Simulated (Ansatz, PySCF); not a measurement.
Species: HS (charge 0, doublet). 
Coordinates optimised at B3LYP-D3(BJ)/def2-TZVP (Ansatz, an electronic-structure program):
SMILES: [SH]
```xyz
2

S      0.0000     0.0000    -0.0793
H      0.0000     0.0000     1.2681
```
Charge 0, spin multiplicity 2.

Total electronic energies in hartree. Valence correlation only, unless marked. UHF or UKS for open shells. No spin-orbit coupling. Non-relativistic. CBS marks a two-point X^-3 extrapolation of the correlation energy; Hartree-Fock from the larger set (for Q and 5 zeta extrapolated as (X+1)exp(-9√X)).

| level | program | energy (Eh) |
|---|---|---|
| HF-D3(BJ)/def2-TZVPD | PySCF + dftd3 | -398.10355 |
| SVWN5/def2-TZVPD | Ansatz | -397.36402 |
| PBE0/6-31G* | Ansatz | -398.57873 |
| MP2/def2-QZVPP | Ansatz | -398.27578 |
| RI-MP2/CBS(aug-cc-pV(T+d)Z,aug-cc-pV(Q+d)Z) | Ansatz | -398.2850 |
| SCS-MP2/def2-QZVPP | Ansatz | -398.28005 |
| CCSD/aug-cc-pV(T+d)Z | Ansatz | -398.28650 |
| CCSD(T)/cc-pV(5+d)Z | Ansatz | -398.31040 |
| CCSD(T)/CBS(cc-pV(Q+d)Z,cc-pV(5+d)Z) | Ansatz | -398.3149 |

Totals of different functionals don't rank their quality; only differences between species are comparable.
